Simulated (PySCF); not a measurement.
**Towards the basis-set limit for SiCl⁺**

State: ¹Σ⁺, singlet, closed shell. De refers to Si⁺ + Cl. RHF-based CCSD(T) in PySCF 2.14 with Si cc-pV(T+d)Z, Cl cc-pV(T+d)Z and Si cc-pV(Q+d)Z, Cl cc-pV(Q+d)Z (frozen core orbitals: 10; no relativity). Correlation energies are extrapolated as n⁻³ (n = 3, 4), Hartree–Fock as (n+1)·exp(−9√n). CV is the change on freezing 2 orbitals instead, in Si cc-pwCVTZ, Cl cc-pwCVTZ. SR is the spin-free X2C energy in Si cc-pVTZ-DK, Cl cc-pVTZ-DK less the non-relativistic one in Si cc-pVTZ, Cl cc-pVTZ.

```json
{"Level": "CCSD(T)/TZ", "Re (Å)": "1.9604", "ωe (cm⁻¹)": "674.1", "ωexe (cm⁻¹)": "2.23", "αe (cm⁻¹)": "0.00141", "De (eV)": "5.064"}
{"Level": "CCSD(T)/QZ", "Re (Å)": "1.9534", "ωe (cm⁻¹)": "677.9", "ωexe (cm⁻¹)": "2.28", "αe (cm⁻¹)": "0.00144", "De (eV)": "5.193"}
{"Level": "HF/CBS", "Re (Å)": "1.9426", "ωe (cm⁻¹)": "696.0", "ωexe (cm⁻¹)": "2.21", "αe (cm⁻¹)": "0.00141", "De (eV)": "3.723"}
{"Level": "MP2/CBS", "Re (Å)": "1.9473", "ωe (cm⁻¹)": "688.9", "ωexe (cm⁻¹)": "2.18", "αe (cm⁻¹)": "0.00140", "De (eV)": "5.476"}
{"Level": "CCSD/CBS", "Re (Å)": "1.9441", "ωe (cm⁻¹)": "692.1", "ωexe (cm⁻¹)": "2.25", "αe (cm⁻¹)": "0.00142", "De (eV)": "5.083"}
{"Level": "CCSD(T)/CBS", "Re (Å)": "1.9500", "ωe (cm⁻¹)": "681.2", "ωexe (cm⁻¹)": "2.29", "αe (cm⁻¹)": "0.00145", "De (eV)": "5.281"}
{"Level": "CCSD(T)/CBS+CV", "Re (Å)": "1.9457", "ωe (cm⁻¹)": "683.0", "ωexe (cm⁻¹)": "2.30", "αe (cm⁻¹)": "0.00146", "De (eV)": "5.298"}
{"Level": "CCSD(T)/CBS+CV+SR", "Re (Å)": "1.9453", "ωe (cm⁻¹)": "681.8", "ωexe (cm⁻¹)": "2.30", "αe (cm⁻¹)": "0.00146", "De (eV)": "5.290"}
```

Problem. How much is left between CCSD(T)/QZ and the basis-set limit, and how much do the triples give at the limit?

Solution. CCSD(T)/CBS less CCSD(T)/QZ: -3.4 mÅ in Re, +3.3 cm⁻¹ in ωe and +0.088 eV in De. CCSD(T)/CBS less CCSD/CBS: +5.9 mÅ in Re, -10.9 cm⁻¹ in ωe and +0.198 eV in De.

Problem. What do the later terms add?

Solution. CV: -4.3 mÅ in Re, +1.8 cm⁻¹ in ωe and +0.017 eV in De; SR: -0.4 mÅ in Re, -1.2 cm⁻¹ in ωe and -0.008 eV in De, each against the row above.

The T1 diagnostic is 0.017. The open-shell atoms are computed with UHF. Spin–orbit coupling, excitations beyond (T) and corrections to the Born–Oppenheimer picture are left out.

The whole job (state search and all basis sets along the bond) took about 6.9 min on 4 threads of Intel Xeon Platinum 8488C (shared host), peak memory 3.8 GiB.
